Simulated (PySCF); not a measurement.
Compound: C2H2P3 (charge -1).
SMILES: `C1=PP=C[P-]1`

Theory: PBE0-D3(BJ)/def2-SVP geometry optimisation, gas phase (PySCF).

Take the most abundant isotopes and a rigid rotor. 

Problem. Give the principal moments of inertia and the rotational constants in MHz.

Solution. Ia = 122.11, Ib = 183.18, Ic = 305.29 u·Å²; 505379 MHz·u·Å²/I gives A = 4139, B = 2759, C = 1655 MHz.

Problem. What kind of rotor is it?

Solution. An asymmetric top: κ = (2 × 2759 − 4139 − 1655)/(4139 − 1655) = -0.11.

Problem. Is it planar, by Δ = Ic − Ia − Ib?

Solution. Planar: Δ = Ic − Ia − Ib = 0.00 u·Å². For a rigid frame Δ = −2 Σ m c², so it vanishes when all atoms lie in the ab plane; here none is more than 0.01 Å from it.

Problem. Give the coordinates in the principal-axis frame, origin at the centre of mass.

Solution. The sense of each axis is arbitrary; atoms in the order of the calculation.
```json
{"atom": "C1", "mass (u)": "12.000", "a (Å)": "0.594", "b (Å)": "1.311", "c (Å)": "0.000"}
{"atom": "P2", "mass (u)": "30.974", "a (Å)": "-1.130", "b (Å)": "1.062", "c (Å)": "0.000"}
{"atom": "P3", "mass (u)": "30.974", "a (Å)": "-1.131", "b (Å)": "-1.061", "c (Å)": "0.000"}
{"atom": "C4", "mass (u)": "12.000", "a (Å)": "0.592", "b (Å)": "-1.311", "c (Å)": "0.001"}
{"atom": "P5", "mass (u)": "30.974", "a (Å)": "1.739", "b (Å)": "-0.001", "c (Å)": "0.000"}
{"atom": "H6", "mass (u)": "1.008", "a (Å)": "0.975", "b (Å)": "2.342", "c (Å)": "-0.002"}
{"atom": "H7", "mass (u)": "1.008", "a (Å)": "0.973", "b (Å)": "-2.342", "c (Å)": "0.001"}
```

Problem. Which lines would a microwave search look for?

Solution. The dipole components (about the centre of mass, as the species is charged) are |μa| = 0.64 D, |μb| = 0.00 D, |μc| = 0.00 D; the symmetry axis of this C2v structure is a, so μb and μc vanish by symmetry and there are no b-type or c-type lines. Some lines, for components of 0.1 D or more:

| type | branch | J(Ka,Kc) | MHz | lower level (cm⁻¹) |
| --- | --- | --- | --- | --- |
| a | Q | 2(2,0) ← 2(2,1) | 447 | 0.699 |
| a | Q | 1(1,0) ← 1(1,1) | 1103 | 0.193 |
| a | Q | 3(2,1) ← 3(2,2) | 1898 | 1.141 |
| a | Q | 5(3,2) ← 5(3,3) | 2491 | 2.840 |
| a | R | 1(0,1) ← 0(0,0) | 4414 | 0.000 |
| a | Q | 4(2,2) ← 4(2,3) | 4523 | 1.718 |
| a | R | 2(1,2) ← 1(1,1) | 7725 | 0.193 |
| a | R | 2(0,2) ← 1(0,1) | 8382 | 0.147 |
| a | Q | 4(1,3) ← 4(1,4) | 10258 | 1.324 |
| a | R | 3(0,3) ← 2(0,2) | 11792 | 0.427 |
| a | R | 3(2,2) ← 2(2,1) | 13243 | 0.699 |
| a | Q | 5(1,4) ← 5(1,5) | 14056 | 1.930 |
| a | R | 3(1,2) ← 2(1,1) | 14533 | 0.561 |
| a | R | 3(2,1) ← 2(2,0) | 14694 | 0.714 |
| a | R | 4(1,4) ← 3(1,3) | 14813 | 0.829 |
| a | R | 4(0,4) ← 3(0,3) | 15003 | 0.820 |
| a | R | 4(2,3) ← 3(2,2) | 17295 | 1.141 |
| a | R | 5(1,5) ← 4(1,4) | 18184 | 1.324 |
| a | R | 4(3,2) ← 3(3,1) | 18295 | 1.471 |
| a | R | 4(1,3) ← 3(1,2) | 18574 | 1.046 |
| a | R | 4(2,2) ← 3(2,1) | 19920 | 1.204 |
| a | R | 5(2,4) ← 4(2,3) | 21093 | 1.718 |
| a | R | 5(1,4) ← 4(1,3) | 21982 | 1.666 |
| a | R | 5(3,3) ← 4(3,2) | 22749 | 2.082 |
| a | R | 5(2,3) ← 4(2,2) | 24707 | 1.869 |

Stationary, but not proved a minimum. The geometry's basis has no diffuse functions, a weakness for an anion. No vibrational averaging or centrifugal distortion is included, and the geometry carries the error of its method.
